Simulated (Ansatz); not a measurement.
## Worked example: correlation energy of O–CH₃, quartet

Geometry: that of the O–CH3, doublet, kept fixed. The doublet lies 8.0 eV lower here.

```yaml
atoms:
  - { symbol: O, position_ang: [0.0000, 0.0011, 0.6951] }
  - { symbol: C, position_ang: [0.0000, 0.0094, -0.6608] }
  - { symbol: H, position_ang: [0.8686, -0.5694, -1.0215] }
  - { symbol: H, position_ang: [0.0000, 1.0088, -1.1162] }
  - { symbol: H, position_ang: [-0.8686, -0.5694, -1.0215] }
```

Basis cc-pVDZ; Ansatz 0.2.0. Only valence electrons are correlated (noble-gas cores frozen), which leaves 13 electrons in 41 orbitals. Prefix R: restricted or restricted open-shell reference; prefix U: unrestricted.

Full CI isn't at hand for all of this; UCCSDT(Q) serves as the reference, and is uncertain by about the last step of the cluster series.

Runs differ by some tens of microhartree through their thresholds and, for an open shell, their frozen cores, so steps under 0.03 kcal/mol mean nothing.

```json
{"level": "UHF", "total energy (hartree)": "-114.125709"}
{"level": "UMP2", "total energy (hartree)": "-114.407370"}
{"level": "UCCSD", "total energy (hartree)": "-114.446697"}
{"level": "UCCSD(T)", "total energy (hartree)": "-114.457819"}
{"level": "UCCSDT", "total energy (hartree)": "-114.459363"}
{"level": "UCCSDT(Q)", "total energy (hartree)": "-114.460384"}
```

Problem. What is the correlation energy at UCCSDT(Q), and what share of it do UMP2 and UCCSDT recover?

Solution. E(corr) = -114.460384 − (-114.125709) = -0.334675 hartree = -9.107 eV. UMP2: -0.281661 / -0.334675 = 84.16 %. UCCSDT: -0.333654 / -0.334675 = 99.69 %.

Problem. By how many kcal/mol does UCCSD(T) miss UCCSDT(Q) (1 hartree = 627.509 kcal/mol), and which steps make up the rest?

Solution. -114.457819 − (-114.460384) = 0.002565 hartree = 1.61 kcal/mol. Steps: UCCSDT − UCCSD(T) = -0.97, UCCSDT(Q) − UCCSDT = -0.64 kcal/mol. Differences between like states or geometries often cancel part of this.
